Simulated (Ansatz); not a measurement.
Process, species as SMILES: F (HF) → F (HF) as doublet, charge +1 + e-
Geometries: B3LYP-D3(BJ)/def2-TZVP minima from Ansatz (a first-principles code).

Wanted: adiabatic ionisation energy (electronic energy difference), in eV. Valence correlation only, unless marked. Open shells are spin-unrestricted. No spin-orbit coupling. No relativistic terms. CBS(X,Y): correlation extrapolated as X^-3; Hartree-Fock from the larger set (for Q and 5 zeta extrapolated as (X+1)exp(-9√X)).

| level | program | adiabatic ionisation energy (eV) |
|---|---|---|
| BLYP-D3(BJ)/def2-TZVPD | Ansatz + dftd3 | ? |
| revPBE/def2-TZVPD | Ansatz | 16.00 |
| PBE0/6-31G* | Ansatz | ? |
| PBE0-D3(BJ)/def2-TZVPD | Ansatz + dftd3 | ? |
| PBE0/def2-QZVPP | Ansatz | 15.91 |
| r2SCAN0-D4/def2-TZVPD | Ansatz + dftd4 | 15.78 |
| CAM-B3LYP-D3(BJ)/def2-TZVPD | Ansatz + dftd3 | 16.14 |
| LC-wPBE/def2-TZVPD | Ansatz | ? |
| CCSD/def2-SVPD | Ansatz | 15.91 |
| CCSD/def2-QZVPPD | Ansatz | 15.96 |
| CCSD(T)/CBS(cc-pVQZ,cc-pV5Z) | Ansatz | 16.14 |

Some entries are withheld; supply them.


- BLYP-D3(BJ)/def2-TZVPD, adiabatic ionisation energy (eV): 16.07
- PBE0/6-31G*, adiabatic ionisation energy (eV): 15.39
- PBE0-D3(BJ)/def2-TZVPD, adiabatic ionisation energy (eV): 15.92
- LC-wPBE/def2-TZVPD, adiabatic ionisation energy (eV): 16.17
